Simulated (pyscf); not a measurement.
Single points on ωB97X-D3(BJ)/def2-SVP structures (PySCF, gas phase). Correlated levels are frozen-core, on RHF or UHF. ΔMP2 is the change of the MP2 total energy from the triple- to the quadruple-zeta basis.

### Question
How much does it cost (ΔH, 298 K, CCSD(T)/def2-TZVPP + ΔMP2(QZVPP)) to split `[O]=[B][Cl]` at its B–Cl bond into [B=O]• + Cl•?

### Answer
B–Cl to [B=O]• + Cl•: 118.9 kcal/mol. The radicals are drawn with the spin at the cut bond; how far it spreads was not checked. The CCSD(T) − MP2 part came from Ansatz, without density fitting, on the same reference. Left out: the spin-orbit lowering of Cl.
